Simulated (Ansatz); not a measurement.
hcp Sc was calculated with PBEsol (PAW; Ansatz, a first-principles code).

Run with plane-wave cutoff 520 eV, 18×18×10 k mesh (along the axes of the cell as run), Fermi–Dirac smearing 0.05 eV, scalar-relativistic PAW data made under PBE.

The cell is scaled about its equilibrium volume:

Shape and atoms are relaxed at each volume.

```
V (Å³/atom)  P (GPa)  c (Å)  a (Å)
-----------  -------  -----  -----
22.703          2.50  5.011  3.235
23.176          1.19  5.048  3.256
23.649          0.00  5.085  3.277
24.122         -1.10  5.121  3.298
24.595         -2.10  5.156  3.319
```

Note: the bulk modulus comes from volumes at which shape and atoms were relaxed.
